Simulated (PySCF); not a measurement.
One of the candidates below gave these computed data.

All candidates are C4H5N.

| technique | computed result |
| --- | --- |
| UV, first state | lowest singlet excitation: 7.54 eV (164 nm, f = 0.399) [TDDFT CAM-B3LYP/def2-SVPD] |
| 13C NMR | chemical shifts (computed TMS as zero) by class: 181.5 (1 C), 146.7 (1 C), 128.0 (1 C), 47.4 (1 C) ppm [GIAO B3LYP/pcSseg-2] |
| Valence photoelectron | vertical ionisation energy: 10.61 eV [ΔSCF CAM-B3LYP/def2-SVPD] |
| Triplet | lowest triplet excitation (Tamm–Dancoff): 4.39 eV [TDA CAM-B3LYP/def2-SVPD] |
| Rotational structure | rotational constants A, B, C: 20.485, 2.761, 2.633 GHz [PBE0-D3(BJ)/def2-SVP] |
| Polarisability | 53.7 au [CAM-B3LYP/def2-SVPD] |

The electronic properties come from PySCF, for the isolated species, density fitting. Levels stand in brackets. Geometry: PBE0-D3(BJ)/def2-SVP, one conformer, isolated molecule. NMR values are class means; diastereotopic atoms form classes of their own.

Problem. Which candidate is it?
A. `[H]/N=C\C#CC`
B. `[C-]#[N+]C1CC1`
C. `[C-]#[N+]CC=C`

Solution. C. It is `[C-]#[N+]CC=C`. Numbering: `[C-:1]#[N+:2][CH2:3][CH:4]=[CH2:5]`. 4 carbons fall into 4 classes; from least to most shielded: isocyanide carbon [C1] (181.5 ppm), alkene CH carbon [C4] (146.7 ppm), terminal =CH2 carbon [C5] (128.0 ppm), sp3 carbon bound to nitrogen [C3] (47.4 ppm). The first electron is taken from the HOMO, whose largest Löwdin shares are 0.36 on the terminal =CH2 carbon, 0.35 on the alkene CH carbon, 0.07 on the sp3 carbon bound to nitrogen and 0.06 on the isocyanide carbon. The optimised geometry has point group C1 and is an asymmetric top.

The others, at the same levels:
- `[H]/N=C\C#CC` fails: its computed lowest singlet excitation is 4.81 eV (258 nm, f = 0.004) (against 7.54 eV), vertical ionisation energy is 9.94 eV (against 10.61 eV) and lowest triplet excitation (Tamm–Dancoff) is 3.78 eV (against 4.39 eV).
- `[C-]#[N+]C1CC1` fails: it has 3 carbon classes against 4; its computed 13C shifts are 177.0 (1 C), 21.3 (1 C), 11.8 (2 C) ppm, lowest singlet excitation is 7.21 eV (172 nm, f = 0.001) (against 7.54 eV) and vertical ionisation energy is 10.78 eV (against 10.61 eV).

Each candidate is one conformer, not necessarily the lowest. The conformers computed, where there is a choice (atom-mapped SMILES and torsion angles):
- `[C-:1]#[N+:2][CH2:3][CH:4]=[CH2:5]`: N2–C3–C4–C5 127°
